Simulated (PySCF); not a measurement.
# C5H11Cl (1-chloro-2-methylbutane): the cost of one run

Computed with PySCF 2.14.0 and routines of our own; the level stands in each step. Atoms count from 0.

## (1) The system as given

17 atoms, charge 0, multiplicity 1; geometry from: GFN2-xTB.

## (2) Geometry optimisation at PBE0-D3(BJ)/def2-SVP

What the job is given:

```
{"job": {"xc": "PBE0", "basis": "def2-SVP", "d3": "d3bj", "grid": 2, "kind": "geom"}, "charge": 0, "multiplicity": 1}
C      2.090793    -0.133508     0.301942
C      0.797982    -0.645156    -0.323469
C     -0.471071    -0.049350     0.302715
C     -1.699921    -0.844579    -0.132563
C     -0.618701     1.415216    -0.094357
Cl    -1.955973     2.196825     0.792674
H      2.943422    -0.661854    -0.118298
H      2.084268    -0.298142     1.376984
H      2.230993     0.928426     0.117927
H      0.758331    -1.729118    -0.198611
H      0.801451    -0.437358    -1.395886
H     -0.382883    -0.103307     1.392940
H     -2.604018    -0.404678     0.280046
H     -1.629343    -1.872550     0.213647
H     -1.781815    -0.849535    -1.217554
H     -0.846089     1.513549    -1.156399
H      0.275576     1.987150     0.147276
```

Command:

```console
> OMP_NUM_THREADS=1 python excited_run.py task.json out
```

One launch serves the whole session: the jobs run in the order shown.

**Question.** How long does this first job take on 1 thread of Arm Neoverse V1, shared host, and how much memory does it need?

About 34 s, with a peak of 0.71 GiB.
